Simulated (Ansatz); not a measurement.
## Molecular dynamics, step by step

MgSiH$_{3}$Cl (SMILES [SiH3][Mg][Cl]), singlet, PBE-D4/def2-SVP (Ansatz 0.2.0). Settings (timestep in fs, temperature in K; T counts 12 degrees of freedom):

```yaml
hamiltonian: {xc: pbe, dispersion: d4}
md: {n_steps: 40, timestep: 1.0, temperature: 700, ensemble: nve, seed: 467, initial_velocities: maxwell_boltzmann}
```

Start (the SMILES describes the start alone):

```xyz
6
angstrom
Si -0.7090 0.4136 -0.3666
Mg 1.2446 -0.7461 0.6233
Cl 2.9477 -1.7156 1.5287
H -0.6767 0.4392 -1.8411
H -1.9937 -0.2135 -0.0030
H -0.8130 1.8223 0.0587
```

| step | time (fs) | potential energy less the start (meV) | kinetic energy (meV) | T (K) |
| --- | --- | --- | --- | --- |
| 0 | 0.00 | 0.0 | 361.9 | 700 |
| 2 | 2.00 | 173.2 | 197.2 | 381 |
| 4 | 4.00 | 128.9 | 237.9 | 460 |
| 6 | 6.00 | 19.1 | 342.6 | 663 |
| 8 | 8.00 | 139.4 | 227.4 | 440 |
| 10 | 10.00 | 260.2 | 109.5 | 212 |
| 12 | 12.00 | 210.2 | 158.3 | 306 |
| 14 | 14.00 | 59.2 | 305.3 | 590 |
| 16 | 16.00 | 30.4 | 332.0 | 642 |
| 18 | 18.00 | 175.2 | 194.6 | 376 |
| 20 | 20.00 | 124.0 | 242.9 | 470 |
| 22 | 22.00 | 5.7 | 355.9 | 688 |
| 24 | 24.00 | 120.0 | 246.6 | 477 |
| 26 | 26.00 | 247.8 | 121.8 | 236 |
| 28 | 28.00 | 217.6 | 150.9 | 292 |
| 30 | 30.00 | 85.6 | 279.5 | 541 |
| 32 | 32.00 | 45.7 | 317.0 | 613 |
| 34 | 34.00 | 169.9 | 199.1 | 385 |
| 36 | 36.00 | 126.3 | 241.1 | 466 |
| 38 | 38.00 | -4.2 | 365.6 | 707 |
| 40 | 40.00 | 101.9 | 264.4 | 511 |

Step 12, positions (Å) and forces (eV/Å):

| atom | x | y | z | Fx | Fy | Fz |
| --- | --- | --- | --- | --- | --- | --- |
| Si1 | -0.726 | 0.423 | -0.420 | -1.629 | -0.263 | 1.014 |
| Mg2 | 1.252 | -0.726 | 0.688 | -0.566 | 0.287 | -0.449 |
| Cl3 | 2.964 | -1.735 | 1.518 | 0.701 | -0.406 | 0.387 |
| H4 | -0.819 | 0.436 | -1.957 | -0.031 | 0.190 | 0.562 |
| H5 | -2.110 | -0.279 | 0.199 | 1.427 | 0.603 | -0.833 |
| H6 | -0.855 | 1.812 | 0.278 | 0.097 | -0.411 | -0.682 |

Step 30, positions (Å) and forces (eV/Å):

```json
{"atom": "Si1", "x": "-0.779", "y": "0.439", "z": "-0.458", "Fx": "-0.855", "Fy": "-0.459", "Fz": "0.505"}
{"atom": "Mg2", "x": "1.224", "y": "-0.674", "z": "0.741", "Fx": "0.372", "Fy": "-0.232", "Fz": "-0.192"}
{"atom": "Cl3", "x": "3.028", "y": "-1.786", "z": "1.526", "Fx": "-0.385", "Fy": "0.250", "Fz": "-0.083"}
{"atom": "H4", "x": "-0.928", "y": "0.602", "z": "-1.940", "Fx": "0.211", "Fy": "-0.319", "Fz": "-0.243"}
{"atom": "H5", "x": "-2.066", "y": "-0.393", "z": "0.013", "Fx": "0.851", "Fy": "0.816", "Fz": "-0.295"}
{"atom": "H6", "x": "-0.868", "y": "1.891", "z": "-0.046", "Fx": "-0.194", "Fy": "-0.056", "Fz": "0.309"}
```

Step 34, positions (Å) and forces (eV/Å):

```tsv
atom	x	y	z	Fx	Fy	Fz
Si1	-0.796	0.442	-0.463	2.058	0.293	-0.206
Mg2	1.220	-0.664	0.747	0.490	-0.307	-0.106
Cl3	3.041	-1.797	1.528	-0.544	0.356	-0.155
H4	-0.863	0.530	-1.929	0.228	-0.171	-0.752
H5	-1.948	-0.240	-0.076	-2.110	-1.176	0.750
H6	-0.941	1.831	-0.059	-0.121	1.005	0.469
```

Last step (40):

```
6
angstrom
Si -0.8065 0.4509 -0.4723
Mg 1.2196 -0.6527 0.7562
Cl 3.0561 -1.8096 1.5299
H -0.7114 0.3823 -2.0324
H -2.1923 -0.2416 -0.0644
H -1.0682 1.9219 0.0087
```

Hardware: 2 CPU threads of an AMD EPYC, shared host. Wall time about 2.4 min.
